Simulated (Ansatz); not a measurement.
# AlH₄ (quartet): the correlation ladder, 6-31G

How much of the correlation energy of AlH₄ (quartet) does each wave-function method recover here?

Program: Ansatz 0.2.0, Gaussian basis. Level of theory: 6-31G, core rule «outside noble gas», up to 5 orbitals frozen. These are calculated values, not measurements.

Plan: UHF; CCSD(T) on ROHF; CCSD(T) on UHF; BCCD(T) on ROHF; CISD; CCSDT(Q) on ROHF; CCSDT(Q) on UHF; CISDTQ; CCSDTQ on ROHF; CCSDTQ on UHF; CASSCF and MRCISD+Q, 7 electrons in 8 orbitals; CASSCF and NEVPT2, 7 electrons in 8 orbitals; Full CI.

30 further runs of the same task are left out: 12 for a known fault of the program, 6 that didn't finish, 12 set aside as unsound or not needed.

## (1) The geometry

The geometry is a PBE0/def2-TZVP stationary point (not a proven minimum) of the parent state, kept for this charge and spin.

5 atoms, charge 0, spin multiplicity 4.

Atoms are counted from 1 here; the program's logs count them from 0.

Bond lengths: Al1–H4 1.595 Å, Al1–H5 1.595 Å, H2–H3 0.766 Å. Angles: H4–Al1–H5 120.0°.

## (2) UHF

in.yaml

```yaml
crystal:
  periodic: [false, false, false]
  atoms:
    - {symbol: Al, position_ang: [-0.059867, 0.000147, -0.132768]}
    - {symbol: H, position_ang: [0.448722, 0.001802, 1.985772]}
    - {symbol: H, position_ang: [-0.317066, -0.008906, 1.956389]}
    - {symbol: H, position_ang: [0.733301, 1.383310, -0.188797]}
    - {symbol: H, position_ang: [0.737612, -1.380129, -0.199290]}
basis:
  gaussian: {orbitals: 6-31G}
magnetization: {spin_polarized: true, initial_magnetization: 3}
hamiltonian: {xc: hf}
output: {orbitals: {seedname: orbitals}}
```

Command:

```console
$ ansatz run in.yaml --threads 1 --pin off --events-out ev --progress --plain --max-ram 2393MiB
```

The runs that follow: CCSD(T) on ROHF; CCSD(T) on UHF; BCCD(T) on ROHF; CISD; CCSDT(Q) on ROHF; CCSDT(Q) on UHF; CISDTQ; CCSDTQ on ROHF; CCSDTQ on UHF; CASSCF and MRCISD+Q, 7 electrons in 8 orbitals; CASSCF and NEVPT2, 7 electrons in 8 orbitals; Full CI.

Before running them: what should the planned runs give, taken together? Wanted: FCI below the RHF energy; RMP2 from FCI; UMP2 from FCI; RCCSD from FCI; RCCSD(T) from FCI; UCCSD(T) from FCI; RCCSDT(Q) from FCI; UCCSDT(Q) from FCI; NEVPT2 valence from FCI.

The runs gave:

| quantity | value |
| --- | --- |
| FCI below the RHF energy | -2.0341 eV |
| RMP2 from FCI | +714.4 meV |
| UMP2 from FCI | +735.0 meV |
| RCCSD from FCI | +30.8 meV |
| RCCSD(T) from FCI | +10.1 meV |
| UCCSD(T) from FCI | +8.7 meV |
| RCCSDT(Q) from FCI | -0.5 meV |
| UCCSDT(Q) from FCI | -0.5 meV |
| NEVPT2 valence from FCI | +162.9 meV |
| MRCISD+Q valence from FCI | +7.1 meV |
| levels within 1 kcal/mol (43 meV) | RCCSD, UCCSD, RCCSD(T), UCCSD(T), BCCD(T), RCCSDT, UCCSDT, CISDTQ, RCCSDT(Q), UCCSDT(Q), RCCSDTQ, UCCSDTQ, MRCISD valence, MRCISD+Q valence |
| T1 diagnostic | 0.024 |
| effectively unpaired electrons | 3.04 |

What this shows: RCCSD(T) misses by +10.1 meV, 0.5 % of the correlation energy. One determinant dominates. Of the multireference levels listed MRCISD+Q valence comes nearest in total energy (+7.1 meV), which doesn't show that its space is the better one. Coupled cluster took another determinant than the lowest Hartree-Fock one. These misses are within one basis, not against nature; the frozen cores of restricted and unrestricted runs differ, which can shift their rows.
